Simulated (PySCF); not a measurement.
Species: C3H3NOS.
Z-matrix (Å and degrees, GFN2-xTB geometry), rows numbered from 1:
```
S 
C   1  1.7383
C   2  1.3704  1  131.82
C   3  1.4106  2  102.82  1  -179.91
N   4  1.3032  3  111.38  2    -0.06
O   2  1.3405  1  118.35  3  -179.95
H   1  1.3317  2   94.12  3   179.87
H   3  1.0682  2  128.00  1     0.10
H   4  1.0707  3  128.51  2   179.98
```

The closed-shell SCF was solved with PySCF and density fitting under several settings on one GFN2-xTB geometry (grid level 2 and gas phase unless stated).

| settings | basis functions | SCF cycles | E (Eh) | HOMO (eV) | LUMO (eV) | dipole (D) |
| --- | --- | --- | --- | --- | --- | --- |
| PBE0/pcSseg-1 | 124 | 14 | -643.7665 | -6.93 | -0.48 | 1.97 |
| PBE0/def2-SVPD | 154 | 14 | -643.5244 | -6.96 | -0.64 | 2.10 |
| BP86/def2-SVPD, energy threshold 1e-08 Eh, fitting basis def2-universal-jkfit | 154 | 12 | -643.9880 | -5.98 | -1.63 | 2.05 |
| CAM-B3LYP/pcseg-1, grid level 1, energy threshold 1e-07 Eh | 103 | 9 | -644.0611 | -8.18 | 0.64 | 2.04 |

Task: Estimate the row for these settings: OLYP/def2-SVPD.

Result: 
```csv
settings,basis functions,SCF cycles,E (Eh),HOMO (eV),LUMO (eV),dipole (D)
OLYP/def2-SVPD,154,16,-643.8867,-5.74,-1.37,2.00
```

Task: Over all rows, what range does the HOMO–LUMO gap span?

Result: From 4.35 eV (BP86/def2-SVPD, energy threshold 1e-08 Eh, fitting basis def2-universal-jkfit) to 8.82 eV (CAM-B3LYP/pcseg-1, grid level 1, energy threshold 1e-07 Eh). The functional of the narrowest has no exact exchange, that of the widest range-separated exact exchange.

Task: And the dipole moment?

Result: From 1.97 D (PBE0/pcSseg-1) to 2.10 D (PBE0/def2-SVPD); the largest is 1.07 times the smallest, and the median is 2.04 D.

Task: Compare two rows with the functional PBE0: PBE0/pcSseg-1 and PBE0/def2-SVPD. Which energy is lower, and by how much?

Result: PBE0/pcSseg-1 (124 functions) lies 0.2421 Eh or 152 kcal/mol below PBE0/def2-SVPD (154 functions). The smaller set gives the lower energy; the two sets aren't nested, so the variational bound doesn't order them by size.

Cycle counts include a coarse-grid stage where the run had one.

One conformer stands for the species.
